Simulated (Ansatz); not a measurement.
## Interaction energy ladder

The pair of OH⁻ (SMILES [OH-], atoms 1–2) and CH2O (SMILES C=O, atoms 3–6), both closed shells, in one local arrangement (a lower one may exist), relaxed at PBE0-D4/def2-TZVPD:

```xyz
6
angstrom
O -0.4316 -0.0843 -1.0664
H 0.4502 0.0433 -1.4360
C -0.0542 -0.0015 0.3825
O 1.2216 0.1946 0.5457
H -0.4581 -0.9671 0.8028
H -0.7280 0.8151 0.7714
```

Computed with Ansatz 0.2.0 (basis: def2-TZVPPD, with def2-QZVPPD for the basis limit); correlated methods freeze the cores. B3LYP uses VWN-RPA correlation. Extrapolation: Hartree–Fock as exp(−7.88 √X), correlation as X^−2.97. Interaction energies count from these two fragments, frozen as in the pair, with the counterpoise correction; negative means bound.

What is the interaction energy by CCSD(T) at an estimated basis limit (MP2 extrapolated from triple and quadruple zeta, plus CCSD(T) − MP2 in triple zeta)? (To be estimated.)

The calculation gives: -59.77 kcal/mol. Hartree–Fock alone gives -68.18 kcal/mol at the basis limit. It counts from the two fragments frozen as in the pair.

The same quantity by other methods in triple zeta, and each one's difference from that estimate:
```
   method  E_int (kcal/mol)  difference
   PBE-D4            -61.71       -1.95
revPBE-D4            -59.26        0.51
  BLYP-D4            -55.04        4.73
r2SCAN-D4            -66.42       -6.65
   B97M-V            -65.08       -5.31
  PBE0-D4            -68.49       -8.72
 B3LYP-D4            -61.81       -2.04
 HSE06-D4            -68.52       -8.75
  wB97X-V            -65.49       -5.72
  wB97M-V            -64.20       -4.43
   B2PLYP            -58.24        1.53
       HF            -67.83       -8.07
      MP2            -56.07        3.70
     CCSD            -58.56        1.21
  CCSD(T)            -56.16        3.61
```
Differences are method less estimate.

Which atoms make the shortest contact between the fragments?

O1 and C3, 1.50 Å apart.

Energy to bend the free fragments (PBE0-D4 minima) into their shapes in the pair, CCSD(T)/def2-TZVPPD: OH⁻ 0.00 kcal/mol; CH2O 24.04 kcal/mol. This must be added to the interaction energy to get the binding energy from relaxed fragments.

Basis-set superposition shift (counterpoise-corrected less uncorrected): CCSD(T) 2.71; MP2 2.80; HF 0.07; PBE0-D4 0.24; wB97M-V 0.17 kcal/mol.

T1 diagnostic: at most 0.026. The restricted Hartree–Fock reference is unstable towards an unrestricted one at one or more of these structures.

For scale, one of the runs: CCSD(T)/def2-TZVPPD, 168 basis functions, launched by `ansatz run in.yaml --threads 2 --pin off --events-out ev --progress --plain --max-ram 5222MiB`. Time: 26 s of wall clock on 2 CPU threads of an Arm Neoverse V1; the host was shared. Peak host memory: 1.5 GiB.
